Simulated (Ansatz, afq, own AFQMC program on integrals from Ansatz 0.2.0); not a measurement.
**BN, triplet in 6-31G, levels against full CI**

```tsv
atom	x (Å)	y (Å)	z (Å)
B	0.0000	0.0000	0.0000
N	0.0000	0.0000	1.3155
```

Basis 6-31G. Only valence electrons are correlated. AFQMC by an in-house program on the Cholesky factors that Ansatz 0.2.0 writes for its CCSD(T) run. The CISD trial takes its coefficients from CCSD amplitudes. Released means that phaseless walkers are propagated on without the constraint, phases kept. Error bars are statistical, one sigma.

Determinant: ROHF, the one that the program's search chose, which needn't be the lowest solution. The geometry is a point of a scan.

Full CI on the same integrals is exact in this basis and with this determinant's frozen core.

Cautions: lower spins were not checked; in a space of 8 electrons in 9 natural orbitals full CI finds another state of this spin 10 meV below the state of CCSDT(Q); in a space of 8 electrons in 9 natural orbitals full CI finds another state of this spin 10 meV below the state of CCSDTQ.

```
T1 diagnostic                               : 0.0398
weight of the determinant in the CISD state : 0.893
size of the correlated space                : 8 electrons in 16 orbitals
```

```
  level  correlation energy (eV)
    MP2                  -3.4994
   CCSD                  -3.8977
CCSD(T)                  -4.0527
```

Question: Estimate where full CI lies against CCSD(T) on the same integrals.

Answer: 4.8 kJ/mol below CCSD(T).

Reference: full CI, correlation energy -4.103 eV. The released energy is read at 2.40 1/Eh (meV from the phaseless value at times in 1/Eh: -10 ± 4 at 0.24, -17 ± 4 at 0.51, -20 ± 3 at 0.99, -17 ± 4 at 1.62, -22 ± 4 at 2.40).

```
         level  E − E(reference) (kJ/mol)  share of correlation (%)
       CCSD(T)                        4.8                     98.79
         CCSDT                        1.2                     99.69
      CCSDT(Q)                        0.1                     99.98
        CCSDTQ                        0.0                     99.99
   ph-AFQMC/HF                 13.4 ± 2.2                     96.61
 ph-AFQMC/CISD                  2.8 ± 0.4                     99.28
released AFQMC                  0.8 ± 0.4                     99.81
```

CCSDT and higher add their correlation energy to the determinant of the CCSD(T) run, since their own runs factorise the integrals more tightly (a shift of under 2 meV). A walk keeps the symmetry of its determinant, which the program's search chose and which needn't be the lowest solution, so a lower state of the same spin and another symmetry isn't excluded. Released energies are given only where the last usable release times agree within the noise; a slower fall can still hide under it.
